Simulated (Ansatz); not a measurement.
Species: CH3, SMILES `[CH3]` (charge 0, multiplicity 2).

Q: Give a relaxed geometry from PBE0-D3(BJ)/def2-TZVP (Ansatz, a quantum-chemistry and plane-wave program).

A: the end point of this relaxation (outside a Z-matrix the atoms follow the SMILES, hydrogens last).
Z-matrix (Å, degrees):
```
C
H 1 1.0802
H 1 1.0802 2 120.00
H 1 1.0802 2 120.00 3 -179.95
```
